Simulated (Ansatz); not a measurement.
`C=CS` at its PBE0-D4/def2-TZVP geometry, where that method's forces vanish. Total charge 0; spin multiplicity 1.

```xyz
7

C     0.6884    0.7641   -0.4947
C    -0.2227   -0.1236   -0.1177
S    -0.2488   -0.8728    1.4647
H     1.4866    1.0905    0.1624
H     0.6538    1.1910   -1.4889
H    -1.0111   -0.4338   -0.7938
H    -1.3463   -1.6155    1.2681
```

Q: What forces (eV/Å) does B3LYP-D4/def2-TZVPP give on these atoms in Ansatz 0.2.0? (Estimate.)

A: Ansatz gave: 
```
C1   0.097  0.111 -0.073
C2  -0.094  0.033 -0.233
S3  -0.031 -0.129  0.226
H4  -0.047 -0.012 -0.054
H5   0.020 -0.017  0.068
H6   0.056  0.024  0.044
H7   0.001 -0.010  0.021
```

B3LYP here is the variant with VWN-RPA as its local correlation; programs differ in this.
